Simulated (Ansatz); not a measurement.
# AlFH2: the cost of one run

Program: Ansatz 0.2.0. Level of theory: RKS PBE/def2-SVP. These are calculated values, not measurements.

## 1. The structure to begin with

Bond lengths: Al1–F2 1.890 Å, Al1–H3 1.760 Å, Al1–H4 1.560 Å. Angles: F2–Al1–H3 40.8°, F2–Al1–H4 160.4°, H3–Al1–H4 158.9°.

Structure file:

```xyz
4

Al    0.0000    0.0000    0.0000
F     1.2241    0.0000    1.4400
H     1.7390    0.0000    0.2708
H    -1.3510    0.0000   -0.7800
```

## 2. A restrained relaxation towards end A

Springs on the bonds that form and break draw the guess towards this end; the thresholds are loose.

File input.yaml:

```yaml
crystal:
  periodic: [false, false, false]
  atoms:
    - { symbol: Al, position_ang: [0.0, 0.0, 0.0] }
    - { symbol: F, position_ang: [1.2241, 0.0, 1.44] }
    - { symbol: H, position_ang: [1.739, 0.0, 0.2708] }
    - { symbol: H, position_ang: [-1.351, 0.0, -0.78] }
basis:
  gaussian: { orbitals: def2-SVP }
hamiltonian:
  xc: pbe
relax:
  f_tol: 0.15
  max_steps: 25
  restrain:
    - { distance: [1, 2], at: 2.12, k: 30.0 }
    - { distance: [0, 1], at: 1.69, k: 30.0 }
    - { distance: [0, 2], at: 1.56, k: 30.0 }
```

Run with:

```
$ ansatz run input.yaml --threads 1 --pin off --max-ram 2048MiB --backend cpu --events-out ev --progress --plain --runs-dir out
```

Q: Estimate wall time and peak memory on 1 thread of Arm Neoverse V1, shared host.

About 4.5 s, with a peak of 0.098 GiB.
